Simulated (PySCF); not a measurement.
Species: sulfuryl fluoride, F₂O₂S.
SMILES: `O=S(=O)(F)F`

The closed-shell ground state was solved at several levels (PySCF, density fitting, gas phase, non-relativistic). Isolated species at its PBE0-D3(BJ)/def2-TZVP geometry, gas phase.

| level | basis functions | total energy (Eh) | HOMO (eV) | LUMO (eV) | gap (eV) | dipole (D) |
| --- | --- | --- | --- | --- | --- | --- |
| wB97X-D/aug-cc-pVTZ | 234 | -748.3421 | -12.54 | 1.16 | 13.70 | 1.16 |
| CAM-B3LYP/aug-cc-pVTZ | 234 | -748.3751 | -12.16 | 0.17 | 12.33 | 1.14 |
| PBE0/pcSseg-2 | 187 | -748.0036 | -10.69 | 0.30 | 10.99 | 1.13 |

Q: Estimate the row for PBE0/aug-cc-pVTZ, a basis of 234 functions; the other rows only guide the guess.

A: Total energy -747.9737 Eh, HOMO -10.64 eV, LUMO -0.50 eV, gap 10.14 eV, dipole 1.12 D.

Q: Over all these levels, which gives the widest orbital gap and which the narrowest?

A: wB97X-D/aug-cc-pVTZ (range-separated hybrid) has the widest, 13.70 eV, and PBE0/aug-cc-pVTZ (global hybrid, 25 % exact exchange) the narrowest, 10.14 eV. The two share the basis. From the narrowest to the widest the HOMO moves by -1.90 eV and the LUMO by +1.66 eV.

Q: How far do the dipole and the HOMO energy spread over the levels?

A: The dipole runs from 1.12 to 1.16 D (mean 1.14 D) and the HOMO from -12.54 to -10.64 eV.

Note: wB97X-D ran without an empirical dispersion term, which enters the total energy and its gradient alone.
